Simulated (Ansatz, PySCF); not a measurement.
System: trans-1,3-butadiene, C4H6, charge 0, multiplicity 1. SMILES: C=CC=C
Geometry from a B3LYP-D3(BJ)/def2-TZVP (Ansatz, a first-principles code) optimisation:
```xyz
10

C      0.5975     1.7431     0.0042
C      0.5995     0.4091     0.0007
C     -0.5995    -0.4091    -0.0007
C     -0.5975    -1.7431    -0.0042
H      1.5168     2.3130     0.0051
H     -0.3292     2.3053     0.0062
H      1.5464    -0.1238    -0.0012
H     -1.5464     0.1238     0.0012
H      0.3292    -2.3053    -0.0062
H     -1.5168    -2.3130    -0.0051
```
Unstable Hartree-Fock reference: C=CC=C.

Quantity: enthalpy of formation at 298 K (from the atomisation energy, B3LYP-D3(BJ)/def2-TZVP harmonic zero-point and thermal terms from PySCF, and the atoms' enthalpies of formation in the G2/97 table; no spin-orbit terms, and no core term in the frozen-core levels), in kJ/mol. Correlated levels leave the core frozen unless marked. Open shells are spin-unrestricted. Spin-orbit coupling is left out. No relativistic terms. The coupled-cluster limit lacks core correlation, which all-electron functionals hold. Basis-set limits of correlation are two-point, X^-3; Hartree-Fock from the larger set. The bracket is a focal-point correction in the basis named.

| level | program | enthalpy of formation at 298 K (kJ/mol) |
|---|---|---|
| HF/aug-cc-pVDZ | Ansatz | 1215.6 |

Q: What does RI-MP2/CBS(cc-pVTZ,cc-pVQZ)+[CCSD(T)-MP2]/cc-pVTZ (Ansatz) give?

A: 121.9 kJ/mol
